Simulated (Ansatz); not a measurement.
```yaml
crystal:
  periodic: [false, false, false]
  atoms:
    - {symbol: N, position_ang: [-1.416614, 0.411980, -0.638647]}
    - {symbol: P, position_ang: [-0.421636, 0.569564, 0.743316]}
    - {symbol: Al, position_ang: [1.242160, -1.020539, 0.493617]}
    - {symbol: H, position_ang: [-2.287146, 0.916824, -0.581285]}
    - {symbol: H, position_ang: [-1.011738, 0.490681, -1.557611]}
    - {symbol: H, position_ang: [0.410961, 1.712325, 0.519013]}
    - {symbol: H, position_ang: [2.521720, -0.857939, 1.419834]}
    - {symbol: H, position_ang: [1.054393, -2.280098, -0.454036]}
basis:
  gaussian: {orbitals: def2-TZVPD}
magnetization: {spin_polarized: true, initial_magnetization: 1}
hamiltonian: {xc: {name: r2SCANh}, dispersion: d4}
scf: {lower_state_search: off}
```

```sh
$ ansatz run in.yaml --threads 2 --pin off --events-out ev --progress --plain --max-ram 4352MiB
```

It prints (some lines left out):

```
Error: a molecule whose nuclei and cores have a total charge of 40 cannot have a net charge of 0 together with 1 unpaired electrons
```

In this input the number of unpaired electrons doesn't fit the electron count. The input was rejected before any iteration.
